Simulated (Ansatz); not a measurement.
# AlPNH (triplet): wave-function methods side by side at a displaced geometry (v1), cc-pVDZ

The task here is to estimate one member of a computed series from the others.

Method: cc-pVDZ, core rule «outside noble gas», up to 11 orbitals frozen; program: Ansatz 0.2.0, Gaussian basis.

The runs, in order: UHF; CCSD(T) on ROHF; CCSD(T) on UHF; BCCD(T) on ROHF; CISD; CCSDT(Q) on ROHF; CCSDT(Q) on UHF.

25 further runs of the same task are left out: 5 for a known fault of the program, 7 that didn't finish, 13 set aside as unsound or not needed.

## The geometry

The geometry is a PBE0/def2-TZVP stationary point (not a proven minimum) with its atoms shifted at random (size 0.040 Å).

4 atoms, charge 0, spin multiplicity 3.

Atoms are counted from 1 here; the program's logs count them from 0.

Bond lengths: Al1–N3 1.869 Å, P2–N3 1.623 Å, N3–H4 1.081 Å. Angles: Al1–N3–P2 122.8°, Al1–N3–H4 120.1°, P2–N3–H4 116.4°.

The first run:

Contents of in.yaml:

```yaml
crystal:
  periodic: [false, false, false]
  atoms:
    - {symbol: Al, position_ang: [-0.007925, 0.193248, 1.647204]}
    - {symbol: P, position_ang: [-0.008758, 0.178823, -1.421211]}
    - {symbol: N, position_ang: [0.039206, -0.644110, -0.023483]}
    - {symbol: H, position_ang: [-0.063571, -1.717461, -0.094169]}
basis:
  gaussian: {orbitals: cc-pVDZ}
magnetization: {spin_polarized: true, initial_magnetization: 2}
hamiltonian: {xc: hf}
output: {orbitals: {seedname: orbitals}}
```

The run is started by

```bash
> ansatz run in.yaml --threads 1 --pin off --events-out ev --progress --plain --max-ram 2393MiB
```

Steps of the session up to this table: UHF; CCSD(T) on ROHF; CCSD(T) on UHF; BCCD(T) on ROHF; CISD; CCSDT(Q) on ROHF; CCSDT(Q) on UHF.

One table of the session follows, with a row left open; its other results are not shown here.

It belongs to the step «Misses and costs». 

| method | from UCCSDT(Q) (meV) |
| --- | --- |
| ROHF | +9359.2 |
| UHF | +9187.0 |
| RMP2 | +1206.8 |
| UMP2 | +1275.9 |
| CISD | +1347.2 |
| RCCSD | ? |
| UCCSD | +341.3 |
| RCCSD(T) | +52.9 |
| UCCSD(T) | +53.7 |
| BCCD(T) | +49.6 |
| RCCSDT | +29.0 |
| UCCSDT | +28.6 |
| RCCSDT(Q) | +2.4 |
| UCCSDT(Q) | 0 |

Q: Estimate the row for RCCSD from the others.

The run gave: from UCCSDT(Q) (meV): +344.8. In the column «from UCCSDT(Q) (meV)» it lies between UCCSD (+341.3) and RMP2 (+1206.8).

To keep in mind: Restricted and unrestricted rows rest on different reference determinants; where their highest levels disagree by more than a few hundredths of an eV, they describe different states and don't form one ladder.
